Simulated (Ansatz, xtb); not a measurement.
## Two isomers of C4H5NO

We compare I, `Cc1cnco1`, a singlet, with II, `Cc1ncco1`, a singlet. Both are isolated molecules in the gas phase, relaxed with r2SCAN-D4/def2-SVP.

Estimate which is lower in electronic energy at CCSD(T)/def2-SVP + ΔMP2/def2-TZVPP, and by roughly how much.

CCSD(T)/def2-SVP + ΔMP2/def2-TZVPP gives E(II) − E(I) = −4.68 kJ/mol, favouring structure II, but this leans on the basis-set step: CCSD(T) alone gives −3.64 kJ/mol.

How the difference moves with the method:

```csv
level,geometry,E(II) − E(I) (kJ/mol),departure from the last row (kJ/mol),"job, with rough time for the two"
GFN2-xTB,GFN2-xTB,−4.72,−0.04,"optimisation, 0.084 s"
HF/STO-3G,GFN2-xTB,−3.96,+0.73,"single point, 0.32 s"
r2SCAN-D4/def2-SVP//GFN2-xTB,GFN2-xTB,−5.03,−0.35,"single point, 3.6 s"
r2SCAN-D4/def2-SVP,r2SCAN-D4/def2-SVP,−4.46,+0.22,"optimisation, 32 s"
HF/def2-SVP,r2SCAN-D4/def2-SVP,−6.26,−1.58,part of the CCSD(T) run
MP2/def2-SVP,r2SCAN-D4/def2-SVP,−2.64,+2.04,part of the CCSD(T) run
CCSD(T)/def2-SVP,r2SCAN-D4/def2-SVP,−3.64,+1.04,single point
CCSD(T)/def2-SVP + ΔMP2/def2-TZVPP,r2SCAN-D4/def2-SVP,−4.68,,"single point, 35 s"
```

As drawn, both hold the same kinds of bond in the same numbers.

The largest departure from CCSD(T)/def2-SVP + ΔMP2/def2-TZVPP is that of MP2/def2-SVP, 2.04 kJ/mol. The last row adds to CCSD(T) the change of the MP2 difference between the two basis sets, here −1.04 kJ/mol.

With harmonic frequencies from r2SCAN-D4/def2-SVP (ideal gas, rigid rotor, one conformer each, 298.15 K, 1 atm): the zero-point term adds −0.42 kJ/mol; ΔH is −4.92 and ΔG −5.65 kJ/mol.

The correlated steps freeze 6 core orbitals. Codes used: Ansatz 0.2.0, xtb 6.7.1; the last row on 2 threads of Arm Neoverse V2 on a shared host.
